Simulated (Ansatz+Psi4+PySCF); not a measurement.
singlet COS: levels of theory in one basis

```yaml
atoms:
  - { symbol: O, position_ang: [0.0000, 0.0000, -1.6992] }
  - { symbol: C, position_ang: [0.0000, 0.0000, -0.5205] }
  - { symbol: S, position_ang: [0.0000, 0.0000, 1.0448] }
```

Basis set: cc-pVTZ on C, O; cc-pV(T+d)Z on S (spherical functions). Correlated methods keep 7 orbitals frozen. Charge 0, multiplicity 1.

Computed with Ansatz (development build ahead of 0.2.0) and Psi4 1.11; each method stands on the lowest determinant of its kind that the runs found.

```tsv
method	E − E(RHF) (eV)	<S²> of the determinant
RHF	0.00	0.00
RHF-MP2	-14.96	–
RHF-CCSD	-15.01	–
```

Task: What does RHF-CCSD(T) give on the same scale?

Result: -15.88 eV.
